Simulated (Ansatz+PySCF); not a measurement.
A calculation with PySCF 2.14.0.

```python
from pyscf import gto, scf, mp

# the (T+d) and (D+d) sets load through basis_set_exchange
mol = gto.M(atom="""
Si 0.000000 0.000000 -0.736490
O 0.000000 0.000000 0.736490
""", basis={'O': 'cc-pvtz', 'Si': 'cc-pv(t+d)z'}, charge=1, spin=1)
mf = scf.UHF(mol)
mf.kernel()
pt = mp.MP2(mf, frozen=6).run()
print(mf.e_tot, pt.e_corr, pt.e_tot)
```

The script is written out from the run's settings.

Results

- Converged: yes
- Reference energy: -363.45768 hartree
- Correlation energy: -0.27476 hartree
- Total energy: -363.73245 hartree
- Spin squared of the determinant: 0.797

The reference isn't the lowest determinant (another lies 0.34 eV lower), but the same method gives a higher total on the lower determinant. Caution: MP2 on this radical cation hangs on the determinant chosen.
